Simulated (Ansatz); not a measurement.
Ideal-gas functions of CH$_{3}$F$_{2}$NS, SMILES `NC(F)(F)S` at 400 K and 1 bar, from an Ansatz frequency run at PBE0-D4/def2-TZVP.

Molar mass 99.11 g/mol, point group Cs (symmetry number 1), electronic degeneracy 1, moments of inertia 94.463, 156.923, 159.057 u Å². Harmonic wavenumbers (cm⁻¹, unscaled): 147, 291, 295, 362, 436, 504, 522, 712, 800, 876, 1012, 1046, 1280, 1313, 1640, 2707, 3566, 3660.

Use S(trans) = R[1.5 ln M + 2.5 ln T − 1.1517]; rotational temperatures θ = 24.2544 K / I; S(rot) = R[ln(√π/σ · √(T³/θAθBθC)) + 1.5]; for each mode x = 1.438777 ν̃/T, S = R[x/(eˣ − 1) − ln(1 − e⁻ˣ)] and H = RT x/(eˣ − 1); 1 cm⁻¹ = 0.0119627 kJ/mol; R = 8.31446 J/(mol·K).

**Question.** By hand: the entropy, in J/(mol·K).

**Answer.** Translation 172.3. Rotation: θ = 0.2568, 0.1546, 0.1525 K, giving 113.2. Vibration, mode by mode: 13.71, 8.30, 8.20, 6.68, 5.38, 4.42, 4.20, 2.45, 1.91, 1.54, 1.04, 0.94, 0.47, 0.43, 0.16, 0.01, 0.00, 0.00, in all 59.8. Electronic 0.0. Sum 345.3 J/(mol·K).

**Question.** By hand: H − E and G − E in kJ/mol, counted from the electronic energy.

**Answer.** Zero-point energy ½ × 21169 × 0.0119627 = 126.6; thermal vibration 14.3; translation, rotation and pV give 4 RT = 13.3. H − E = 154.2 kJ/mol, and G − E = 154.2 − 400 × 345.3/1000 = 16.1 kJ/mol.

Vibration gives 17 % of the entropy, 13.7 J/(mol·K) of it from the mode under 150 cm⁻¹: soft modes count most, and the harmonic formula is weakest for them. The sum counts one conformer and one mirror image; others add a mixing term.
